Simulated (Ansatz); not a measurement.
# What each rung costs, and what it gives

Saddle point of CH$_{5}$AlO, closed shell (CH₅AlO ([CH3][O][AlH2]) → CH₂O ([CH2][O]) + AlH₃ (still joined by a long Al–O bond); bonds formed: Al1–H4; bonds broken: C3–H4; bonds weakened to dative contacts: Al1–O2), PBE0-D4/def2-TZVP structure:

```
8
angstrom
Al -1.1225 -0.2225 0.3620
O 0.2965 -0.4442 -1.0521
C 1.2057 0.1575 -0.4863
H -0.3000 1.0338 1.0144
H -2.3436 0.2130 -0.5504
H -1.0536 -1.5630 1.2132
H 1.5930 -0.1590 0.4912
H 1.7246 0.9844 -0.9919
```

Barriers are electronic and count from the start structure reached by relaxing down the imaginary mode.

Computed with Ansatz 0.2.0 (basis: as named in each row); correlated methods freeze the cores. B3LYP uses VWN-RPA correlation. Extrapolation: Hartree–Fock as exp(−7.88 √X), correlation as X^−2.97.

Times are rough, for one single point on 2 threads of a shared host (Intel Xeon Platinum 8259CL).

The estimate by CCSD(T) at an estimated basis limit (MP2 extrapolated from triple and quadruple zeta, plus CCSD(T) − MP2 in triple zeta) is 49.14 kcal/mol.

| method | basis | time (s) | barrier (kcal/mol) | method less estimate |
| --- | --- | --- | --- | --- |
| HF | STO-3G | under 1 | 68.67 | 19.54 |
| PBE-D4 | STO-3G | under 1 | 49.88 | 0.74 |
| SPW92 | def2-SVP | under 1 | 45.42 | -3.72 |
| B3LYP-D4 | 6-31G | under 1 | 51.10 | 1.96 |
| PBE-D4 | def2-SVP | under 1 | 42.68 | -6.46 |
| PBE0-D4 | def2-SVP | under 1 | 46.64 | -2.50 |
| SPW92 | def2-TZVPP | 1 | 47.13 | -2.01 |
| CCSD(T) | def2-SVP | 2 | 45.50 | -3.64 |
| BLYP-D4 | def2-TZVPP | 2 | 44.11 | -5.03 |
| PBE-D4 | def2-TZVPP | 2 | 44.38 | -4.76 |
| B3LYP-D4 | def2-TZVPP | 2 | 47.21 | -1.93 |
| PBE0-D4 | def2-TZVPP | 2 | 47.86 | -1.28 |
| BHLYP-D4 | def2-TZVPP | 2 | 50.03 | 0.90 |
| CAM-B3LYP-D4 | def2-TZVPP | 3 | 49.59 | 0.46 |
| r2SCAN-D4 | def2-TZVPP | 3 | 46.35 | -2.79 |
| wB97M-V | def2-SVP | 3 | 47.08 | -2.06 |
| r2SCAN0-D4 | def2-TZVPP | 3 | 49.05 | -0.09 |
| RPA on PBE | def2-TZVPP | 3 | 47.07 | -2.06 |
| B2PLYP | def2-TZVPP | 4 | 48.78 | -0.35 |
| PBE-QIDH | def2-TZVPP | 4 | 50.48 | 1.35 |
| B97M-V | def2-TZVPP | 6 | 44.58 | -4.56 |
| wB97X-V | def2-TZVPP | 6 | 48.40 | -0.73 |
| wB97M-V | def2-TZVPP | 6 | 48.00 | -1.14 |
| MP2 | def2-QZVPP | 13 | 51.73 | 2.59 |
| CCSD(T) | def2-TZVPP | 21 | 48.28 | -0.85 |

All methods are single points on the PBE0-D4 structures.

No T1 diagnostic of these runs exceeds 0.019.

Such eliminations are a main way in which metal alkyl precursors decompose in metal-organic vapour deposition.

Labels in which every atom is bracketed show which atoms are joined, not bond orders.
